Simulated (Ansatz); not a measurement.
in.yaml

```yaml
crystal:
  periodic: [false, false, false]
  atoms:
    - {symbol: B, position_ang: [0.000000, 0.000000, 0.000000]}
    - {symbol: H, position_ang: [-0.015583, 0.861426, 0.849833]}
    - {symbol: H, position_ang: [-0.021323, -0.849967, 0.861171]}
    - {symbol: H, position_ang: [0.021323, 0.849967, -0.861171]}
    - {symbol: H, position_ang: [0.015583, -0.861426, -0.849833]}
basis:
  gaussian: {orbitals: 6-31G}
total_charge: 1
correlation: {method: fic_mrcisd_q, electrons: all, active_space: {window: {electrons: 2, orbitals: 2}, states: [{multiplicity: 1, weights: [1, 1]}], root: 2}}
```

```sh
$ ansatz run in.yaml --threads 1 --pin off --events-out ev --progress --plain --max-ram 2393MiB
```

Question: How does this run end?

Answer: Refused. The input was made wrong on purpose (root beyond the states), so the run isn't a sound calculation of what was asked.
```
Error: the active space averages no state 2, counted from zero
```
